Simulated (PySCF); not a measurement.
# Worked example for `O[SiH3]` (H4OSi): deprotonation at atom O1

Optimised structure (Å), atoms numbered from 1:
```
O     1.1434   -0.4986   -0.3541
Si   -0.4070    0.0330   -0.0101
H     1.8848   -0.0681    0.0787
H    -0.7219   -0.1273    1.4429
H    -1.3152   -0.8111   -0.8299
H    -0.5759    1.4748   -0.3692
```

Level of theory: M06-2X/ma-def2-TZVP single points in PySCF, grid level 3; every species was optimised with PBE0-D3(BJ)/ma-def2-SVP. The prefix ma- adds one diffuse s and one diffuse p function on all atoms but H. Thermal corrections: PBE0-D3(BJ)/ma-def2-SVP frequencies, unscaled, ideal gas at 298.15 K and 1 bar, quasi-RRHO entropy.

Step: `O[SiH3]` → `[O-][SiH3]` + H⁺.

```
   species  charge  multiplicity       E / Eh
   O[SiH3]       0             1  -367.140407
[O-][SiH3]      -1             1  -366.559800
```

Thermal terms, products less reactant: Δ(H − E) = -28.59 kJ/mol, Δ(G − E) = -54.62 kJ/mol (the bare proton has no electronic energy, H = 5/2 RT). 1 Eh = 2625.50 kJ/mol.

Task: What are ΔE, ΔH and ΔG of this step?

Result: ΔE = 0.580607 Eh = 1524.38 kJ/mol; ΔH = 1495.8 kJ/mol; ΔG = 1469.8 kJ/mol, all in the gas phase at 298.15 K and 1 bar. The digits show the arithmetic; the method itself can be off by 10 kJ/mol or more.
